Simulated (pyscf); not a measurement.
Four-centre exchange: [H₃C–S–Zn]• + H₂ → H₃C–SH + ZnH•

Gas phase, doublet surface, charge 0. Bonds broken: Zn2–S3, H7–H8. Bonds formed: Zn2–H8, S3–H7. PySCF, gas phase, ωB97X-D3(BJ)/def2-SVP geometries.

Transition state (Å):

```xyz
8

C      0.9065    -0.9319     0.4454
Zn    -1.1196     1.3693     0.5840
S      0.8464     0.3439     1.7373
H     -0.1159    -1.1903     0.1105
H      1.4833    -0.5734    -0.4186
H      1.3804    -1.8427     0.8370
H     -0.7149     0.0402     1.9656
H     -1.7751     0.0509     1.6183
```

One imaginary mode, 1307i cm⁻¹; descent along it reached the two sides named, in the forms told below.

```json
[
 {"bond": "Zn2–S3", "change": "breaks", "reactant side (Å)": "2.253", "saddle": "2.499", "product side": "2.8"},
 {"bond": "H7–H8", "change": "breaks", "reactant side (Å)": "0.763", "saddle": "1.116", "product side": "2.9"},
 {"bond": "Zn2–H8", "change": "forms", "reactant side (Å)": "3.7", "saddle": "1.799", "product side": "1.632"},
 {"bond": "S3–H7", "change": "forms", "reactant side (Å)": "2.9", "saddle": "1.607", "product side": "1.347"}
]
```

Electronic energies relative to the separated reactants (kcal/mol):

| level | barrier | reaction energy | reverse barrier |
|---|---|---|---|
| ωB97X-D3(BJ)/def2-TZVP | 29.3 | +20.0 | 9.3 |
| PBE/def2-TZVP | 22.8 | +18.2 | 4.6 |
| r²SCAN/def2-TZVP | 23.5 | +18.9 | 4.6 |
| B3LYP-D3(BJ)/def2-TZVP | 28.0 | +18.6 | 9.5 |
| PBE0-D3(BJ)/def2-TZVP | 24.3 | +18.2 | 6.2 |
| M06-2X/def2-TZVP | 28.9 | +20.9 | 8.0 |
| ωB97M-D3(BJ)/def2-TZVP | 28.5 | +16.3 | 12.3 |
| HF/def2-TZVP | 41.7 | +13.6 | 28.1 |

With ωB97M-D3(BJ)/def2-TZVP energies and thermal terms (ideal gas, 1 atm, RRHO with modes under 100 cm⁻¹ raised to 100, one conformer, R ln 2 for chiral ones without a mode under 150 cm⁻¹), in kcal/mol:

```tsv
T (K)	ΔH‡	ΔG‡	ΔH	ΔG
298	27.8	36.6	+16.3	+15.3
600	27.1	45.8	+15.6	+14.5
900	27.1	55.3	+15.2	+14.1
1200	27.4	64.6	+15.1	+13.8
```

On the product side the descent ends in a complex, 7.2 kcal/mol under the separated species and 16.6 kcal/mol under the saddle at ωB97X-D3(BJ)/def2-TZVP. One saddle was located; it need not be the lowest between these sides. Elements up to Kr have no core potential and no relativistic terms here.
